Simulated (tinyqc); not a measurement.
CCSD on RHF in the sto-6g basis, for H2O, spin multiplicity 1, step by step. One step of it, computed by the program tinyqc.

Task: Iteration 1: building the Fock matrix. J_ij = sum D_kl (ij|kl), K_ij = sum D_kl (ik|jl); F = H + J - 0.5 K; E = tr D H + tr D J / 2 - 0.25 tr D K + E_nn.

D at the start, order 1O 1s, 1O 2s, 1O 2px, 1O 2py, 1O 2pz, 2H 1s, 3H 1s:
$$\begin{pmatrix}
2.130197 & -0.617453 & 0.000000 & 0.000000 & -0.062685 & 0.101963 & 0.101963 \\
-0.617453 & 2.906438 & 0.000000 & 0.000000 & 0.413688 & -0.468358 & -0.468358 \\
0.000000 & 0.000000 & 2.000000 & 0.000000 & 0.000000 & 0.000000 & 0.000000 \\
0.000000 & 0.000000 & 0.000000 & 2.484920 & 0.000000 & -0.454852 & 0.454852 \\
-0.062685 & 0.413688 & 0.000000 & 0.000000 & 2.209915 & -0.276366 & -0.276366 \\
0.101963 & -0.468358 & 0.000000 & -0.454852 & -0.276366 & 0.179187 & 0.012671 \\
0.101963 & -0.468358 & 0.000000 & 0.454852 & -0.276366 & 0.012671 & 0.179187
\end{pmatrix}$$

core Hamiltonian H = T + V (hartree), order 1O 1s, 1O 2s, 1O 2px, 1O 2py, 1O 2pz, 2H 1s, 3H 1s:
$$\begin{pmatrix}
-33.106138 & -7.318905 & 0.000000 & 0.000000 & -0.021787 & -2.011119 & -2.011119 \\
-7.318905 & -9.310500 & 0.000000 & 0.000000 & -0.236609 & -4.107481 & -4.107481 \\
0.000000 & 0.000000 & -7.526142 & 0.000000 & 0.000000 & 0.000000 & 0.000000 \\
0.000000 & 0.000000 & 0.000000 & -7.713369 & 0.000000 & -2.213497 & 2.213497 \\
-0.021787 & -0.236609 & 0.000000 & 0.000000 & -7.624730 & -1.686810 & -1.686810 \\
-2.011119 & -4.107481 & 0.000000 & -2.213497 & -1.686810 & -5.317726 & -1.813414 \\
-2.011119 & -4.107481 & 0.000000 & 2.213497 & -1.686810 & -1.813414 & -5.317726
\end{pmatrix}$$

Two-electron integrals (ij|kl) in chemists' order, unique and non-zero (hartree):
```
(11|11) 4.787491    (21|11) 0.675884    (21|21) 0.121505    (22|11) 1.117379
(22|21) 0.249212    (22|22) 0.817383    (31|31) 0.025762    (32|31) 0.039145
(32|32) 0.180664    (33|11) 1.117381    (33|21) 0.249212    (33|22) 0.817382
(33|33) 0.880663    (41|41) 0.025762    (42|41) 0.039145    (42|42) 0.180664
(43|43) 0.047461    (44|11) 1.117381    (44|21) 0.249212    (44|22) 0.817382
(44|33) 0.785741    (44|44) 0.880663    (51|51) 0.025762    (52|51) 0.039145
(52|52) 0.180664    (53|53) 0.047461    (54|54) 0.047461    (55|11) 1.117381
(55|21) 0.249212    (55|22) 0.817382    (55|33) 0.785741    (55|44) 0.785741
(55|55) 0.880663    (61|11) 0.197172    (61|21) 0.033947    (61|22) 0.068012
(61|33) 0.067862    (61|41) 0.001336    (61|42) 0.002598    (61|44) 0.068156
(61|51) 0.000969    (61|52) 0.001885    (61|54) 0.000213    (61|55) 0.068017
(61|61) 0.009668    (62|11) 0.444058    (62|21) 0.100253    (62|22) 0.359755
(62|33) 0.354064    (62|41) 0.006423    (62|42) 0.045726    (62|44) 0.365246
(62|51) 0.004661    (62|52) 0.033181    (62|54) 0.008114    (62|55) 0.359952
(62|61) 0.028098    (62|62) 0.190615    (63|31) 0.011584    (63|32) 0.063672
(63|43) 0.009612    (63|53) 0.006975    (63|63) 0.028211    (64|11) 0.245890
(64|21) 0.056341    (64|22) 0.215629    (64|33) 0.205710    (64|41) 0.014836
(64|42) 0.090131    (64|44) 0.231835    (64|51) 0.002360    (64|52) 0.019200
(64|54) 0.011983    (64|55) 0.209343    (64|61) 0.016585    (64|62) 0.138980
(64|64) 0.128694    (65|11) 0.178430    (65|21) 0.040884    (65|22) 0.156472
(65|33) 0.149274    (65|41) 0.002360    (65|42) 0.019200    (65|44) 0.154281
(65|51) 0.013296    (65|52) 0.077604    (65|54) 0.013246    (65|55) 0.165861
(65|61) 0.012035    (65|62) 0.100851    (65|64) 0.072915    (65|65) 0.081122
(66|11) 0.559709    (66|21) 0.128669    (66|22) 0.523880    (66|33) 0.502697
(66|41) 0.011518    (66|42) 0.108859    (66|44) 0.544326    (66|51) 0.008358
(66|52) 0.078994    (66|54) 0.030208    (66|55) 0.524617    (66|61) 0.036518
(66|62) 0.338355    (66|64) 0.282365    (66|65) 0.204899    (66|66) 0.774999
(71|11) 0.197172    (71|21) 0.033947    (71|22) 0.068012    (71|33) 0.067862
(71|41) -0.001336   (71|42) -0.002598   (71|44) 0.068156    (71|51) 0.000969
(71|52) 0.001885    (71|54) -0.000213   (71|55) 0.068017    (71|61) 0.009518
(71|62) 0.027133    (71|64) 0.014461    (71|65) 0.011608    (71|66) 0.034678
(71|71) 0.009668    (72|11) 0.444058    (72|21) 0.100253    (72|22) 0.359755
(72|33) 0.354064    (72|41) -0.006423   (72|42) -0.045726   (72|44) 0.365246
(72|51) 0.004661    (72|52) 0.033181    (72|54) -0.008114   (72|55) 0.359952
(72|61) 0.027133    (72|62) 0.156779    (72|64) 0.078118    (72|65) 0.080576
(72|66) 0.231497    (72|71) 0.028098    (72|72) 0.190615    (73|31) 0.011584
(73|32) 0.063672    (73|43) -0.009612   (73|53) 0.006975    (73|63) 0.022537
(73|73) 0.028211    (74|11) -0.245890   (74|21) -0.056341   (74|22) -0.215629
(74|33) -0.205710   (74|41) 0.014836    (74|42) 0.090131    (74|44) -0.231835
(74|51) -0.002360   (74|52) -0.019200   (74|54) 0.011983    (74|55) -0.209343
(74|61) -0.014461   (74|62) -0.078118   (74|64) -0.016626   (74|65) -0.039161
(74|66) -0.099979   (74|71) -0.016585   (74|72) -0.138980   (74|74) 0.128694
(75|11) 0.178430    (75|21) 0.040884    (75|22) 0.156472    (75|33) 0.149274
(75|41) -0.002360   (75|42) -0.019200   (75|44) 0.154281    (75|51) 0.013296
(75|52) 0.077604    (75|54) -0.013246   (75|55) 0.165861    (75|61) 0.011608
(75|62) 0.080576    (75|64) 0.039161    (75|65) 0.063345    (75|66) 0.130944
(75|71) 0.012035    (75|72) 0.100851    (75|74) -0.072915   (75|75) 0.081122
(76|11) 0.182442    (76|21) 0.041534    (76|22) 0.159653    (76|33) 0.156283
(76|44) 0.159529    (76|51) 0.003145    (76|52) 0.025802    (76|55) 0.163145
(76|61) 0.011506    (76|62) 0.082690    (76|64) 0.051733    (76|65) 0.049195
(76|66) 0.147877    (76|71) 0.011506    (76|72) 0.082690    (76|74) -0.051733
(76|75) 0.049195    (76|76) 0.042584    (77|11) 0.559709    (77|21) 0.128669
(77|22) 0.523880    (77|33) 0.502697    (77|41) -0.011518   (77|42) -0.108859
(77|44) 0.544326    (77|51) 0.008358    (77|52) 0.078994    (77|54) -0.030208
(77|55) 0.524617    (77|61) 0.034678    (77|62) 0.231497    (77|64) 0.099979
(77|65) 0.130944    (77|66) 0.354695    (77|71) 0.036518    (77|72) 0.338355
(77|74) -0.282365   (77|75) 0.204899    (77|76) 0.147877    (77|77) 0.774999
```

nuclear repulsion = 9.76310624 hartree

Give: Coulomb J; exchange K; Fock matrix F; total energy of this density.

Result:

Coulomb J (hartree), order 1O 1s, 1O 2s, 1O 2px, 1O 2py, 1O 2pz, 2H 1s, 3H 1s:
$$\begin{pmatrix}
18.9010 & 3.4080 & 0.0000 & 0.0000 & 0.0049 & 0.9565 & 0.9565 \\
3.4080 & 8.9007 & 0.0000 & 0.0000 & -0.0086 & 3.7981 & 3.7981 \\
0.0000 & 0.0000 & 8.9076 & 0.0000 & 0.0000 & 0.0000 & 0.0000 \\
0.0000 & 0.0000 & 0.0000 & 8.8947 & 0.0000 & 2.2253 & -2.2253 \\
0.0049 & -0.0086 & 0.0000 & 0.0000 & 8.8996 & 1.6099 & 1.6099 \\
0.9565 & 3.7981 & 0.0000 & 2.2253 & 1.6099 & 5.2911 & 1.6472 \\
0.9565 & 3.7981 & 0.0000 & -2.2253 & 1.6099 & 1.6472 & 5.2911
\end{pmatrix}$$

exchange K (hartree), order 1O 1s, 1O 2s, 1O 2px, 1O 2py, 1O 2pz, 2H 1s, 3H 1s:
$$\begin{pmatrix}
9.9063 & 1.6000 & 0.0000 & 0.0000 & 0.0015 & 0.4786 & 0.4786 \\
1.6000 & 2.8556 & 0.0000 & 0.0000 & -0.0021 & 1.0759 & 1.0759 \\
0.0000 & 0.0000 & 2.3867 & 0.0000 & 0.0000 & 0.0000 & 0.0000 \\
0.0000 & 0.0000 & 0.0000 & 2.3677 & 0.0000 & 0.4697 & -0.4697 \\
0.0015 & -0.0021 & 0.0000 & 0.0000 & 2.3739 & 0.3389 & 0.3389 \\
0.4786 & 1.0759 & 0.0000 & 0.4697 & 0.3389 & 0.5927 & 0.3689 \\
0.4786 & 1.0759 & 0.0000 & -0.4697 & 0.3389 & 0.3689 & 0.5927
\end{pmatrix}$$

Fock matrix F (hartree), order 1O 1s, 1O 2s, 1O 2px, 1O 2py, 1O 2pz, 2H 1s, 3H 1s:
$$\begin{pmatrix}
-19.1583 & -4.7109 & 0.0000 & 0.0000 & -0.0176 & -1.2939 & -1.2939 \\
-4.7109 & -1.8376 & 0.0000 & 0.0000 & -0.2442 & -0.8473 & -0.8473 \\
0.0000 & 0.0000 & 0.1881 & 0.0000 & 0.0000 & 0.0000 & 0.0000 \\
0.0000 & 0.0000 & 0.0000 & -0.0025 & 0.0000 & -0.2230 & 0.2230 \\
-0.0176 & -0.2442 & 0.0000 & 0.0000 & 0.0879 & -0.2464 & -0.2464 \\
-1.2939 & -0.8473 & 0.0000 & -0.2230 & -0.2464 & -0.3229 & -0.3507 \\
-1.2939 & -0.8473 & 0.0000 & 0.2230 & -0.2464 & -0.3507 & -0.3229
\end{pmatrix}$$

total energy of this density = -73.911166 hartree
